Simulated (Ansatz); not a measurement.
Calculated with Ansatz (gas phase, PBE0-D4/def2-TZVP geometries, no zero-point term in ΔE). CBS: MP2 limit from def2 TZ/QZ plus the TZ coupled-cluster correction, frozen cores. This one scheme is used for every species, atoms too. DFT in def2-TZVPP. Open shells (•) are unrestricted, without spin–orbit coupling. Spin–orbit coupling would lower the free atoms: a little for B, Si.

Reaction (atomization): `BB[SiH3]` → 2 B• + 6 H• + Si•

```
         level  ΔE (eV)
       PBE0-D4    28.73
MP2/def2-QZVPP    28.25
```

Problem. What does CCSD(T)/CBS give? (Estimate.)

Solution. The calculation gave: +28.56 eV. The listed levels differ from it by 0.17, -0.31 eV.

Largest T1 diagnostic among the species: 0.015.

From PBE to PBE0 (25 % exact exchange), in def2-TZVPP and without D4, ΔE moves by −0.05 eV: exact exchange takes away binding that semilocal exchange gives to molecules. In def2-TZVPP, CCSD(T) changes the Hartree–Fock value by +5.10 eV (the triples alone add +0.20 eV) and MP2 by +5.02 eV; breaking electron pairs costs correlation energy, which Hartree–Fock lacks. At CCSD(T), def2-SVP lies −1.32 eV from the extrapolated value and def2-TZVPP −0.57 eV: correlation converges slowly with the basis, and small sets miss more of it in the bonded molecule than in its fragments.

For atomizations the MP2-based limit and the directly extrapolated one differ by several kJ/mol either way, and by 10 to 25 for some Ge, Se and Sn compounds, so smaller differences from it don't rank the levels.
